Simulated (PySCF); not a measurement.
# Ethene, chlorotrifluoro- (C₂ClF₃): spin-spin couplings and electronic excitations at several levels of theory, part 2 of 2

PySCF 2.14.0. Atoms count from 0.

## 6. TDDFT and polarisability: LDA/def2-SVPD

What the job is given:

```
{"job": {"kind": "uv", "xc": "LDA", "basis": "def2-SVPD", "ip": true}, "charge": 0, "multiplicity": 1}
F      0.446139    -1.457105     0.983399
C      0.224256    -0.221255     0.620982
F      0.469790     0.641006     1.569451
C     -0.207391     0.116213    -0.595323
F     -0.437695    -0.806447    -1.510957
Cl    -0.495099     1.727589    -1.067552
```

Level: TDDFT LDA/def2-SVPD, vertical, gas phase, core orbitals frozen in the response.

Log:

```text
coarse grid: 7056 points
cycle   1  E = -831.3420121650  dE =  9.720e-01  |g| = 5.593e-01  |ddm| = 3.665e+00
cycle   2  E = -831.1692884974  dE =  1.727e-01  |g| = 1.156e+00  |ddm| = 2.021e+00
cycle   3  E = -831.3946585073  dE = -2.254e-01  |g| = 9.250e-02  |ddm| = 1.262e+00
cycle   4  E = -831.3953392630  dE = -6.808e-04  |g| = 7.065e-02  |ddm| = 1.793e-01
cycle   5  E = -831.3962582551  dE = -9.190e-04  |g| = 1.605e-02  |ddm| = 8.301e-02
cycle   6  E = -831.3962971613  dE = -3.891e-05  |g| = 9.627e-03  |ddm| = 3.710e-02
cycle   7  E = -831.3963199282  dE = -2.277e-05  |g| = 1.068e-03  |ddm| = 1.235e-02
cycle   8  E = -831.3963201577  dE = -2.294e-07  |g| = 3.650e-04  |ddm| = 2.749e-03
final grid: 68976 points
cycle   9  E = -831.4554781758  dE = -2.800e-05  |g| = 1.946e-03  |ddm| = 4.257e-02
cycle  10  E = -831.4554767263  dE =  1.450e-06  |g| = 3.298e-03  |ddm| = 4.911e-03
cycle  11  E = -831.4554786516  dE = -1.925e-06  |g| = 8.352e-04  |ddm| = 3.895e-03
cycle  12  E = -831.4554787839  dE = -1.323e-07  |g| = 3.985e-04  |ddm| = 1.777e-03
cycle  13  E = -831.4554788224  dE = -3.850e-08  |g| = 8.486e-05  |ddm| = 5.123e-04
cycle  14  E = -831.4554788238  dE = -1.372e-09  |g| = 2.527e-05  |ddm| = 1.300e-04
cycle  15  E = -831.4554788239  dE = -1.305e-10  |g| = 9.163e-06  |ddm| = 4.040e-05
converged SCF energy = -831.4554788239

Static polarisability (au): isotropic 43.526, principal 30.534 42.261 57.784

Singlet excitations
state   eV       nm        f      main configurations
  1   5.5387    223.9   0.00028   H->L+1 0.99
  2   6.1179    202.7   0.00045   H->L+2 0.98
  3   6.8588    180.8   0.00001   H->L+3 0.98
  4   7.0030    177.0   0.30357   H->L 0.85
  5   7.5614    164.0   0.01257   H->L+4 0.99
  6   7.6292    162.5   0.00011   H-1->L 1.00
  7   8.0646    153.7   0.01745   H-1->L+1 0.57, H->L+5 0.41
  8   8.1414    152.3   0.00270   H->L+6 1.00
  9   8.1694    151.8   0.02361   H->L+5 0.56, H-1->L+1 0.37
 10   8.4736    146.3   0.01389   H-1->L+2 0.83, H-2->L 0.12

Triplet excitations (Tamm-Dancoff, eV): 4.5382 5.0989 5.8849 6.4864
Vertical ionisation energy (delta-SCF) = 9.9241 eV
Vertical electron affinity (delta-SCF) = -2.0362 eV
```

Wall time 48 s (1 thread, shared host).

This run: HOMO -6.43 eV, LUMO -1.24 eV; lowest singlet 5.54 eV.

## 7. Excited states and response: PBE/def2-SVPD

Settings changed since step 6:

```diff
@@ -1,2 +1,2 @@
-{"job": {"kind": "uv", "xc": "LDA", "basis": "def2-SVPD", "ip": true}, "charge": 0, "multiplicity": 1}
+{"job": {"kind": "uv", "xc": "PBE", "basis": "def2-SVPD", "ip": true}, "charge": 0, "multiplicity": 1}
 F      0.446139    -1.457105     0.983399
```

Level: TDDFT PBE/def2-SVPD, vertical, gas phase, core orbitals frozen in the response.

Log:

```text
coarse grid: 7056 points
cycle   1  E = -834.7522861466  dE =  9.909e-01  |g| = 6.025e-01  |ddm| = 3.689e+00
cycle   2  E = -834.5562823440  dE =  1.960e-01  |g| = 1.235e+00  |ddm| = 1.937e+00
cycle   3  E = -834.8121363313  dE = -2.559e-01  |g| = 9.211e-02  |ddm| = 1.285e+00
cycle   4  E = -834.8130120322  dE = -8.757e-04  |g| = 6.540e-02  |ddm| = 1.781e-01
cycle   5  E = -834.8137573463  dE = -7.453e-04  |g| = 1.579e-02  |ddm| = 7.438e-02
cycle   6  E = -834.8137937622  dE = -3.642e-05  |g| = 9.772e-03  |ddm| = 3.942e-02
cycle   7  E = -834.8138177196  dE = -2.396e-05  |g| = 1.247e-03  |ddm| = 1.324e-02
cycle   8  E = -834.8138180352  dE = -3.156e-07  |g| = 3.653e-04  |ddm| = 3.045e-03
final grid: 68976 points
cycle   9  E = -834.9377631879  dE = -2.089e-05  |g| = 8.395e-03  |ddm| = 6.042e-02
cycle  10  E = -834.9377198999  dE =  4.329e-05  |g| = 1.757e-02  |ddm| = 2.894e-02
cycle  11  E = -834.9377762369  dE = -5.634e-05  |g| = 1.253e-03  |ddm| = 2.135e-02
cycle  12  E = -834.9377765164  dE = -2.796e-07  |g| = 6.870e-04  |ddm| = 2.340e-03
cycle  13  E = -834.9377766397  dE = -1.232e-07  |g| = 1.124e-04  |ddm| = 9.851e-04
cycle  14  E = -834.9377766417  dE = -2.086e-09  |g| = 5.619e-05  |ddm| = 1.867e-04
cycle  15  E = -834.9377766423  dE = -5.891e-10  |g| = 7.846e-06  |ddm| = 5.877e-05
converged SCF energy = -834.9377766423

Static polarisability (au): isotropic 43.536, principal 30.420 42.332 57.854

Singlet excitations
state   eV       nm        f      main configurations
  1   5.5215    224.5   0.00032   H->L+1 0.99
  2   5.9928    206.9   0.00013   H->L+2 0.99
  3   6.7447    183.8   0.00002   H->L+3 0.98
  4   7.0340    176.3   0.30701   H->L 0.84
  5   7.3989    167.6   0.01111   H->L+4 0.99
  6   7.7283    160.4   0.00007   H-1->L 1.00
  7   7.8952    157.0   0.00371   H->L+5 0.90
  8   7.8984    157.0   0.00179   H->L+6 0.99
  9   8.1294    152.5   0.03601   H-1->L+1 0.88
 10   8.2336    150.6   0.00369   H->L+7 0.99

Triplet excitations (Tamm-Dancoff, eV): 4.3649 5.0103 5.7512 6.3309
Vertical ionisation energy (delta-SCF) = 9.6638 eV
```

It took 35 s on 1 thread, shared host.

Key values: HOMO -6.23 eV, LUMO -0.96 eV; lowest singlet 5.52 eV.

## 8. Ultraviolet spectrum: B3LYP/def2-SVPD

Settings changed since step 7:

```diff
@@ -1,2 +1,2 @@
-{"job": {"kind": "uv", "xc": "PBE", "basis": "def2-SVPD", "ip": true}, "charge": 0, "multiplicity": 1}
+{"job": {"kind": "uv", "xc": "B3LYP", "basis": "def2-SVPD", "ip": true}, "charge": 0, "multiplicity": 1}
 F      0.446139    -1.457105     0.983399
```

With the program's defaults for keys left out, this is: TDDFT B3LYP/def2-SVPD, vertical, gas phase, core orbitals frozen in the response.

Log:

```text
coarse grid: 7056 points
cycle   1  E = -835.3171866531  dE =  1.071e+00  |g| = 6.926e-01  |ddm| = 3.410e+00
cycle   2  E = -835.1756975704  dE =  1.415e-01  |g| = 1.149e+00  |ddm| = 2.139e+00
cycle   3  E = -835.4008052111  dE = -2.251e-01  |g| = 6.209e-02  |ddm| = 1.308e+00
cycle   4  E = -835.4012415796  dE = -4.364e-04  |g| = 3.262e-02  |ddm| = 9.534e-02
cycle   5  E = -835.4014303568  dE = -1.888e-04  |g| = 8.635e-03  |ddm| = 3.768e-02
cycle   6  E = -835.4014439513  dE = -1.359e-05  |g| = 2.746e-03  |ddm| = 1.415e-02
cycle   7  E = -835.4014456205  dE = -1.669e-06  |g| = 8.009e-04  |ddm| = 5.434e-03
final grid: 68976 points
cycle   8  E = -835.4945354313  dE = -1.868e-05  |g| = 3.747e-03  |ddm| = 4.181e-02
cycle   9  E = -835.4945323076  dE =  3.124e-06  |g| = 5.655e-03  |ddm| = 7.901e-03
cycle  10  E = -835.4945378662  dE = -5.559e-06  |g| = 4.363e-04  |ddm| = 5.099e-03
cycle  11  E = -835.4945379039  dE = -3.776e-08  |g| = 1.100e-04  |ddm| = 8.975e-04
cycle  12  E = -835.4945379058  dE = -1.898e-09  |g| = 5.996e-05  |ddm| = 1.990e-04
cycle  13  E = -835.4945379066  dE = -7.105e-10  |g| = 1.368e-05  |ddm| = 1.211e-04
converged SCF energy = -835.4945379066

Static polarisability (au): isotropic 42.089, principal 29.575 40.610 56.081

Singlet excitations
state   eV       nm        f      main configurations
  1   5.9033    210.0   0.00038   H->L+1 0.95
  2   6.4134    193.3   0.00055   H->L+2 0.97
  3   7.2175    171.8   0.00004   H->L+3 0.91
  4   7.3222    169.3   0.36758   H->L 0.91
  5   7.9446    156.1   0.01525   H->L+4 0.94
  6   8.3313    148.8   0.00014   H-1->L 1.00
  7   8.3589    148.3   0.00212   H->L+5 0.61, H-1->L+1 0.37
  8   8.4462    146.8   0.03011   H-1->L+1 0.59, H->L+5 0.35
  9   8.4560    146.6   0.00402   H->L+6 0.95
 10   8.7874    141.1   0.00631   H->L+7 0.98

Triplet excitations (Tamm-Dancoff, eV): 4.3294 5.3898 6.1505 6.7859
Vertical ionisation energy (delta-SCF) = 9.9982 eV
```

It took 29 s on 1 thread, shared host.

This run: HOMO -7.39 eV, LUMO -0.27 eV; lowest singlet 5.90 eV.

## 9. Run by run: spin-spin couplings

Couplings (Hz), with basis size and wall time:

```
          run   C3–F4   F0–C1   C1–F2  C1–C3   F2–F4  F0–F4  F0–F2  functions   time
B3LYP/cc-pVTZ  -360.2  -354.4  -342.1  245.3  -141.6   85.5  -59.3        184   31 s
 B3LYP/6-31G*  -245.4  -237.6  -219.4  179.2  -108.9  100.2   52.6         88  9.4 s
```

## 10. Run by run: electronic excitations

Excitations and ground-state properties, with basis size and wall time:

```
            run  lowest singlet (eV)  brightest (eV)      f  gap (eV)  α (Å³)  μ (D)  functions   time
   HF/def2-SVPD                 7.00            8.18  0.545     13.02    5.76   0.49        136  6.5 s
  LDA/def2-SVPD                 5.54            7.00  0.304      5.19    6.45   0.37        136   48 s
  PBE/def2-SVPD                 5.52            7.03  0.307      5.27    6.45   0.32        136   35 s
B3LYP/def2-SVPD                 5.90            7.32  0.368      7.12    6.24   0.41        136   29 s
```

Measured dipole: 0.58 D (gas; NIST CCCBDB Release 22 (SRD 101), experimental dipoles).

## 11. Summary of results

What follows sums up all 2 parts.

| quantity | value |
| --- | --- |
| point group | Cs |
| rotational constants (main isotopes) | 4.51, 2.28, 1.51 GHz |
| largest coupling of the table (B3LYP/cc-pVTZ) | 1J(C,F) C3–F4, -360.2 Hz |
| lowest singlet (HF/def2-SVPD) | 7.00 eV (177 nm), f = 0.001 |
| brightest single state of those computed | state 3, 8.18 eV, f = 0.545 |
| lowest triplet | 3.87 eV |
| vertical ionisation energy (ΔSCF) | 9.51 eV |
| range of J(C3,F4), mean over like pairs | -360.2 to -245.4 Hz |
| range of the lowest singlet | 5.52 to 7.00 eV |

In words: Single values in the summary come from the first run of each kind that ended normally (B3LYP/cc-pVTZ; HF/def2-SVPD), which need not be the best level. The optimisation took 7 steps and gained 0.212 eV; among the close pairs (by a distance rule), C1–F2 changed most, from 1.351 to 1.305 Å. In the run at B3LYP/cc-pVTZ, the largest coupling of the table is C3–F4, -360.2 Hz, of which the Fermi-contact term gives -343.3 Hz. Density functionals describe couplings to fluorine poorly, F–F couplings above all, so those rows are rough. At HF/def2-SVPD, the highest states lie near or above the ionisation energy, where they hang on the basis. The orbital energy would give 10.65 eV for ionisation, ΔSCF gives 9.51 eV. The dipole moment, 0.49 D, compares with 0.58 D measured (one conformer here). The coupling C3–F4, as a mean over pairs of its kind, runs from -360.2 Hz (B3LYP/cc-pVTZ) to -245.4 Hz (B3LYP/6-31G*). The lowest singlet runs from 5.52 eV (PBE/def2-SVPD) to 7.00 eV (HF/def2-SVPD), while the orbital gap spans 5.19 to 13.02 eV: the excitation energy moves far less from run to run than the orbital gap does. The lowest state need not be the same one in every run. For the measured dipole, HF/def2-SVPD misses least (0.09 D, 6.5 s) and PBE/def2-SVPD most (0.26 D, 35 s). Couplings from bases without tight functions are rough. One molecule ranks no method: errors cancel, and vibration and temperature are missing from all runs.
